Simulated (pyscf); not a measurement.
A first-order saddle from PySCF, ωB97X-D3(BJ)/def2-SVP:

```
Zn
C 1 1.9705
H 2 1.1023 1 110.56
H 2 1.1023 3 108.40 1 121.31
H 2 1.1023 3 108.39 4 117.45
Cl 1 2.3925 5 155.21 2 -179.43
H 6 1.5044 5 166.10 2 -178.17
```
Charge 0, spin multiplicity 2.

Surface: doublet, charge 0. Lowest wavenumbers (cm⁻¹): 836i, 54, 54, 313, 313.

### Question
Name the species on either side of this saddle.

### Answer
H₃C–Zn–Cl + H atom (H•) ⇌ [H₃C–Zn]• + hydrogen chloride (HCl), an atom transfer read from left to right: Cl–Zn broken and Cl–H formed. At ωB97M-D3(BJ)/def2-TZVP it lies +0.77 eV from the left side and +0.62 eV from the right (each side as separated species at their lowest minima found). One saddle was located; it need not be the lowest between these sides. The angle at the transferred Cl is 179°. Elements up to Kr have no core potential and no relativistic terms here.
